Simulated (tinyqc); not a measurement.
Coupled-perturbed Hartree-Fock on RHF in the sto-3g basis, for H3O+, spin multiplicity 1, step by step. One step of it, computed by the program tinyqc.

Question. Response to a field: uncoupled start. Field along z; U_ai = -mu_ai / (e_a - e_i), alpha = -4 sum U_ai mu_ai.

orbital energies (hartree): MO1 -20.859040, MO2 -1.805214, MO3 -1.144685, MO4 -1.144672, MO5 -0.920927, MO6 0.129672, MO7 0.340893, MO8 0.340991

dipole integrals <a|z|i> (bohr):
```
           i1        i2        i3         i4        i5
a6  -0.010341  0.025563  0.000000   0.000072  0.071610
a7  -0.000007  0.000034  0.000000  -0.139554  0.000030
a8   0.000000  0.000000  0.139557   0.000000  0.000000
```

Give: uncoupled U; uncoupled polarisability.

Answer.

uncoupled U:
```
        i1       i2       i3       i4       i5
a6  0.0005  -0.0132   0.0000  -0.0001  -0.0682
a7  0.0000   0.0000   0.0000   0.0939   0.0000
a8  0.0000   0.0000  -0.0939   0.0000   0.0000
```

uncoupled polarisability = 0.1258 bohr^3
